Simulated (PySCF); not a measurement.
## PS⁺: one state, many levels of theory

State: ¹Σ⁺ (singlet), closed shell. Set-up: P def2-SVP, S def2-SVP; no relativity (PySCF 2.14). De refers to P + S⁺ in their high-spin ground configurations, without counterpoise correction. A positive dipole points towards S; it is taken about the centre of mass and depends on that origin.

| Level | Re (Å) | ωe (cm⁻¹) | De (eV) | μ (D) | CPU s a point (SCF and correlation, without the integrals) |
| --- | --- | --- | --- | --- | --- |
| RHF | 1.797 | 989 | 2.97 | -1.70 | 0.029 |
| RHF-MP2 | 1.864 | 794 | 5.80 | n/a | 0.041 |
| RHF-SCS-MP2 | 1.859 | 809 | 5.78 | n/a | n/a |
| RHF-CCSD | 1.842 | 873 | 5.33 | n/a | n/a |
| RHF-CCSD(T) | 1.858 | 826 | 5.68 | n/a | 0.2 |
| PBE | 1.857 | 831 | 7.06 | -1.30 | 0.49 |
| TPSS | 1.852 | 840 | 6.76 | -1.34 | 0.6 |
| r²SCAN | 1.842 | 864 | 6.51 | -1.36 | 0.53 |
| PBE0 | 1.832 | 890 | 6.48 | -1.41 | 0.58 |
| B97-3 | 1.835 | 882 | 6.96 | -1.40 | 0.32 |
| CAM-B3LYP | 1.822 | 912 | 6.51 | -1.42 | 0.5 |
| B2PLYP | 1.852 | 823 | 6.48 | -1.61 | 0.32 |

Problem. Which functional lies closest to RHF-CCSD(T) in De, which farthest, and by how much do they differ from it?

Solution. Closest is PBE0 (-2.6 pm in Re, +7.7 % in ωe, +0.80 eV in De against RHF-CCSD(T) in the same basis), farthest PBE (-0.1 pm in Re, +0.6 % in ωe, +1.38 eV in De). CCSD(T) converges more slowly with the basis than the functionals do and binds too weakly in this one, so the order can change at the basis-set limit.

Problem. What does a quarter of exact exchange do here, going from PBE to PBE0?

Solution. PBE0 less PBE: -2.5 pm in Re, +7.1 % in ωe, -0.58 eV in De. Exact exchange removes part of the self-interaction that spreads semilocal densities, and in most molecules shortens and stiffens the bond and lowers De; so it does here.

Problem. What does second-order correlation do here, going from RHF to RHF-MP2?

Solution. RHF-MP2 less RHF: +6.7 pm in Re, -19.7 % in ωe, +2.83 eV in De. Correlation nearly always deepens the well. The bond lengthens, as in strong covalent bonds, where excitations into antibonding orbitals dominate.

Correlated steps freeze 10 core orbitals. Correlated levels converge slowly with the basis: in double zeta they bind strong bonds too weakly, by up to about 1 eV, and carry superposition errors of some tenths. For an ion De counts to the pair picked by the measured ionisation energies or electron affinities, which need not be the lowest pair at this level. Where the molecule has an RHF reference, its open-shell atoms are computed with UHF. B2PLYP dipoles, levels and charges come from its SCF part alone. The CCSD T1 diagnostic is raised, a sign that a single reference may not be enough here.

The whole job (state search and all levels along the bond) took about 1.1 min on 1 thread of Intel Xeon Platinum 8375C @ 2.90GHz (shared host), peak memory 0.43 GiB.
